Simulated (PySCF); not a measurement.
Gas-phase reaction: AlCl3.NH3 + AlH2Cl → AlHCl2 + AlCl2NH2 + 2 H, at 1400 K and a standard pressure of 1 bar. Level: PBE/def2-SVP.

Energies from PySCF, thermal terms from the rigid-rotor harmonic-oscillator model, ideal gas at 1 bar. Open shells (unrestricted): H (multiplicity 2); the rest are closed-shell singlets. Adducts (AlCl3.NH3) have no counterpoise correction, and HF, PBE, BLYP, B3LYP and PBE0 lack dispersion. AlH2Cl, AlHCl2, AlCl2NH2: computed as isolated molecules; such fragments, hydroxides, amides, oligomers or adducts are transient or little studied in the gas. The harmonic model lacks anharmonicity and excited electronic states, which grow with temperature; levels with a mode under 35 cm⁻¹ are left out. Soft modes under 120 cm⁻¹ make the harmonic entropy rough for AlCl3.NH3.

| species | E (Ha) | H(1400 K) − E (kJ/mol) | S°(1400 K) (J/mol/K) |
|---|---|---|---|
| AlCl3.NH3 | -1678.52598 | 294.8 | 586.1 |
| AlH2Cl | -703.32002 | 125.0 | 355.4 |
| AlHCl2 | -1162.67507 | 121.3 | 401.1 |
| AlCl2NH2 | -1217.97379 | 212.0 | 487.5 |
| H | -0.49863 | 29.1 | 146.9 |
E: electronic energy; H − E holds the zero-point and thermal terms. 1 Ha = 2625.5 kJ/mol.

**Question.** Work out ΔH°, ΔS°, ΔG° and log10 K from these numbers.

**Answer.** 1. ΔE = 1×(-1162.67507) + 1×(-1217.97379) + 2×(-0.49863) − 1×(-1678.52598) − 1×(-703.32002) = 0.19988 Ha = 524.8 kJ.
2. Δ(H − E) = 1×(121.3) + 1×(212.0) + 2×(29.1) − 1×(294.8) − 1×(125.0) = -28.3 kJ, so ΔH° = 496.5 kJ.
3. ΔS° = 1×(401.1) + 1×(487.5) + 2×(146.9) − 1×(586.1) − 1×(355.4) = 240.9 J/K; the number of gas molecules changes by +2.
4. ΔG° = ΔH° − TΔS° = 496.5 − 1400×(240.9)/1000 = 159.2 kJ.
5. log10 K = −ΔG°/(RT ln 10) = -5.94, with RT ln 10 = 26.80 kJ/mol; at standard pressures the reactants are favoured.
6. A shift of 10 kJ in ΔE would move log10 K by 0.37 here.
7. Lowering the total pressure from 1 bar to 0.01 bar multiplies the mole-fraction quotient K_x = K (p/p°)^(−Δn) by 10^4, which pushes the balance towards the products.
For scale, ΔH°(298 K) is 484 kJ at this level, 491 kJ at ωB97M-V/def2-TZVP†, and runs from 386 to 543 kJ over the 19 levels computed († marks an energy on the PBE0/def2-TZVP geometry).
